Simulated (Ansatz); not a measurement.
# CH4O: the cost of one run

Computed with Ansatz 0.2.0, Gaussian basis. Level: the settings change from run to run.

5 further runs of the same task are left out: 5 that didn't finish.

### Step 1. The geometry

The geometry derives from fragments relaxed apart (PBE0/def2-TZVP) and kept rigid, so it is no stationary point. A hydrogen atom is moved between rigid fragments.

6 atoms, charge 0, spin multiplicity 3.

Atoms are counted from 1 here; the program's logs count them from 0.

Bond lengths: O1–H2 0.960 Å, O1–H3 0.960 Å, C4–H5 1.079 Å, C4–H6 1.079 Å. Angles: H2–O1–H3 105.1°, H5–C4–H6 134.8°.

### Step 2. BCCD(T)/cc-pVDZ

in.yaml reads:

```yaml
crystal:
  periodic: [false, false, false]
  atoms:
    - {symbol: O, position_ang: [-1.196656, -0.029147, 0.000000]}
    - {symbol: H, position_ang: [-1.445966, 0.897428, 0.000000]}
    - {symbol: H, position_ang: [-0.237127, -0.029147, 0.000000]}
    - {symbol: C, position_ang: [1.426344, -0.029147, 0.000000]}
    - {symbol: H, position_ang: [1.840812, -0.029147, 0.996161]}
    - {symbol: H, position_ang: [1.840812, -0.029147, -0.996161]}
basis:
  gaussian: {orbitals: cc-pVDZ}
magnetization: {spin_polarized: false, initial_magnetization: 2}
hamiltonian: {xc: {name: PBE}, pseudopotentials: {relativity: none}}
correlation: {method: bccd_t, electrons: valence}
output: {forces: true}
```

Command:

```console
$ ansatz run in.yaml --threads 1 --pin off --events-out ev --progress --plain --max-ram 2393MiB
```

**Question.** How long does this run take on 1 thread of Intel Xeon Platinum 8175M at 2.50GHz, shared host, and how much memory does it need?

About 12 s, with a peak of 0.26 GiB.
